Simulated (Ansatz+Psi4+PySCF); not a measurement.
A calculation with Psi4 1.11.

```
molecule {
0 2
N -0.066360 0.650300 0.000440
N -0.056050 -0.517410 -0.007580
H 0.870030 -0.980270 -0.007450
}

set basis cc-pVTZ
set reference uhf
set scf_type pk
set mp2_type conv
set cc_type conv
set num_frozen_docc 2
energy('mp2')
```

The input is written out from the run's settings.

The run gave:

```yaml
Converged: yes
Reference_energy: -109.46843 hartree
Correlation_energy: -0.35827 hartree
Total_energy: -109.82669 hartree
Spin_squared_of_the_determinant: 0.851
Occupied_orbitals_by_symmetry_in_an_Abelian_subgroup_alpha;_beta: 7 Ap 1 App; 6 Ap 1 App
```

Caution: large amplitudes, a single reference is doubtful; the unrestricted determinant is spin contaminated.
